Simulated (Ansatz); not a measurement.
Compare A (`NC#CCO`) with its isomer B (`C=CC(N)=O`).

Program: Ansatz. Geometries: PBE0-D4/def2-TZVP. ΔE: electronic, gas phase. CCSD(T)/CBS adds triple-zeta CCSD(T) − MP2 to the extrapolated MP2 energy (def2 sets, frozen cores). Functionals use def2-TZVPP. B3LYP here is the variant with VWN-RPA as its local correlation; programs differ in this. Each species was taken in one conformer, which may not be the lowest.

A:

```xyz
10

N    -2.1641   -0.9549   -0.5588
C    -0.9494   -0.5355   -0.1799
C     0.1440   -0.1268    0.1216
C     1.4407    0.4192    0.4802
O     1.8706    1.4927   -0.3386
H    -2.8852   -0.9160    0.1447
H    -2.1882   -1.8049   -1.1006
H     1.4125    0.7237    1.5363
H     2.2118   -0.3516    0.3942
H     1.1074    2.0541   -0.4990
```

B:

```xyz
10

C    -0.984    0.065    1.516
C    -0.499    0.398    0.329
C     0.536   -0.449   -0.327
N     0.946    0.005   -1.539
O     0.981   -1.462    0.173
H    -1.737    0.663    2.014
H    -0.622   -0.831    2.009
H    -0.843    1.289   -0.188
H     1.644   -0.520   -2.036
H     0.577    0.842   -1.949
```

Q: Which isomer does CCSD(T)/CBS put lower? Give the gap. (Best estimate.)

A: The calculation gave: B, by 47.0 kcal/mol.

Q: Give E(B) − E(A) in kcal/mol with PBE-D4, CCSD(T)/def2-SVP, MP2/def2-TZVPP, LDA (SPW92), CCSD/def2-TZVPP, BLYP-D4, B3LYP. (Estimate.)

A: The calculation gave: PBE-D4 -48.6, CCSD(T)/def2-SVP -52.0, MP2/def2-TZVPP -45.8, LDA (SPW92) -47.7, CCSD/def2-TZVPP -46.9, BLYP-D4 -49.4, B3LYP -47.8. None reverses the order clearly.

Q: Does the order hold for the free energy at 298.15 K (harmonic terms from PBE0-D4)? (Estimate.)

A: The calculation gave: Yes: G(B) − G(A) = -46.4 kcal/mol, for one conformer each.

Largest T1 diagnostic: 0.015.

At CCSD(T), def2-SVP lies −5.0 kcal/mol from the extrapolated value and def2-TZVPP −0.7 kcal/mol. Leaving LDA and LC-ωPBE aside and taking each functional with its dispersion term where it has one, the values, not all of them listed here, spread over 3.6 kcal/mol, from B97M-V to PBE-QIDH.
